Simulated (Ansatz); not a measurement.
NaPt: from a trial structure to a relaxed crystal

Theory: DFT r2SCAN, scalar-relativistic, plane waves, PAW (Ansatz). Cutoff 500 eV, Γ-centred k mesh, Gaussian smearing, no spin polarisation in the final step.

NaPt was placed on the CoSn structure type (P6/mmm, No. 191), with Na in place of Co, Pt in place of Sn, at a guessed volume.

```
Na Pt
1.0
     5.24774    0.00000    0.00000
    -2.62387    4.54467    0.00000
     0.00000    0.00000    4.23397
Na Pt
3 3
Cartesian
  2.6239 0.0000 0.0000
  1.3119 2.2723 0.0000
  -1.3119 2.2723 0.0000
  0.0000 0.0000 0.0000
  0.0000 3.0298 2.1170
  2.6239 1.5149 2.1170
```

Cell and atoms relax at zero pressure; the relaxation can't lower the symmetry of the start. After a coarse first stage the cell is made exact in the group found at 0.06 Å.

Formation energies are uncorrected and refer to the elements' standard structures at the same level.

(1) What does it relax into?

(2) What are its volume, energy, density and gap?

## Answers

(1) It keeps P6/mmm (No. 191). The result has the CoSn (Na on Co sites) structure. Conventional cell: a = 5.374 Å, c = 4.741 Å. Na has 4 Na at 2.69 Å and 6 Pt at 2.69–2.83 Å; Pt on Wyckoff site a (1 atom of the primitive cell) has 6 Na at 2.69 Å; around Pt on Wyckoff site d (2 atoms of the primitive cell) lie 6 Na at 2.83 Å and 3 Pt at 3.10 Å.

```
Na Pt
1.0
     5.37362    0.00000    0.00000
    -2.68681    4.65369    0.00000
     0.00000    0.00000    4.74119
Na Pt
3 3
Direct
  0.50000 0.00000 0.00000
  0.50000 0.50000 0.00000
  0.00000 0.50000 0.00000
  0.00000 0.00000 0.00000
  0.33333 0.66667 0.50000
  0.66667 0.33333 0.50000
```

(2) The volume per atom is 19.76 Å³ and the density is 9.16 g/cm³. The energy over the elements is 0.73 eV/atom. The gap on the 12×12×8 mesh is 0 eV (a metal).

The final run used a 12×12×8 mesh on its 6-atom cell and 0.10 eV smearing. For metals, differences of a few meV/atom aren't resolved. Spin–orbit coupling is left out. Symmetry constrained the relaxation, so the result can be a saddle point.

Cost: 3 runs of about 5.6 core-minutes in all, on Arm Neoverse V2 (shared hosts).